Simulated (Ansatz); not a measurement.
Steps of a relaxation of `OC(F)(Cl)Cl` with RKS PBE-D4/def2-SVP.

```sh
$ ansatz run in.yaml --threads 2 --pin off --events-out ev --progress --plain --max-ram 4352MiB
```

```yaml
crystal:
  periodic: [false, false, false]
  atoms:
    - {symbol: O, position_ang: [0.259800, -0.232400, 1.150800]}
    - {symbol: C, position_ang: [-0.297000, 0.069500, -0.151600]}
    - {symbol: F, position_ang: [-1.646300, 0.341700, -0.035600]}
    - {symbol: Cl, position_ang: [0.022000, -1.349200, -1.149200]}
    - {symbol: Cl, position_ang: [0.555600, 1.459200, -0.830800]}
    - {symbol: H, position_ang: [1.148000, -0.352700, 0.970200]}
basis:
  gaussian: {orbitals: def2-SVP}
hamiltonian: {xc: pbe, dispersion: d4}
relax: {f_tol: 0.03, max_steps: 200}
```

Positions (Å) and forces (eV/Å) along the path, 6 of 6 steps:

```xyz
6
step=1 energy=-30833.6588 eV
O     0.260   -0.232    1.151   -5.194    1.356   -0.998
C    -0.297    0.070   -0.152    0.040   -0.401    2.666
F    -1.646    0.342   -0.036    1.864   -0.529    0.051
Cl    0.022   -1.349   -1.149   -0.417   -0.598   -0.818
Cl    0.556    1.459   -0.831   -0.003    0.725   -0.369
H     1.148   -0.353    0.970    3.710   -0.553   -0.532
6
step=2 energy=-30833.9903 eV
O     0.216   -0.204    1.161   -0.948    0.401   -1.755
C    -0.251    0.053   -0.147   -0.659   -0.065    2.072
F    -1.577    0.313   -0.025    0.568   -0.200   -0.054
Cl   -0.037   -1.361   -1.213    0.086   -0.266   -0.263
Cl    0.529    1.489   -0.858    0.279    0.286   -0.224
H     1.162   -0.354    1.036    0.674   -0.157    0.224
6
step=3 energy=-30834.0724 eV
O     0.197   -0.191    1.131    0.563   -0.076   -0.261
C    -0.254    0.053   -0.123   -0.569    0.042    0.505
F    -1.569    0.301   -0.011    0.010    0.023   -0.096
Cl   -0.035   -1.358   -1.219    0.084   -0.268   -0.228
Cl    0.540    1.488   -0.865    0.176    0.265   -0.167
H     1.163   -0.357    1.042   -0.264    0.014    0.248
6
step=4 energy=-30834.0831 eV
O     0.205   -0.191    1.121    0.157   -0.027   -0.058
C    -0.264    0.055   -0.126    0.059   -0.065    0.459
F    -1.569    0.301   -0.007   -0.170    0.049   -0.061
Cl   -0.036   -1.359   -1.228    0.025   -0.192   -0.188
Cl    0.538    1.492   -0.874    0.093    0.205   -0.142
H     1.169   -0.363    1.069   -0.164    0.029   -0.009
6
step=5 energy=-30834.0888 eV
O     0.205   -0.192    1.125    0.055   -0.007   -0.010
C    -0.263    0.054   -0.115   -0.087    0.018   -0.008
F    -1.572    0.302   -0.006    0.056   -0.005   -0.024
Cl   -0.036   -1.366   -1.238    0.010    0.021    0.029
Cl    0.540    1.502   -0.884   -0.006   -0.030    0.024
H     1.166   -0.365    1.072   -0.027    0.004   -0.012
6
step=6 energy=-30834.0890 eV
O     0.206   -0.191    1.124    0.004   -0.002    0.014
C    -0.264    0.055   -0.115   -0.020    0.008    0.000
F    -1.572    0.303   -0.007    0.013   -0.004   -0.007
Cl   -0.034   -1.366   -1.235    0.001   -0.002    0.002
Cl    0.540    1.501   -0.881    0.002    0.003   -0.001
H     1.166   -0.365    1.068    0.000   -0.002   -0.007
```

Hardware: 2 threads of an Intel Xeon on a shared host. Wall time 12 s, peak host memory 0.17 GiB.
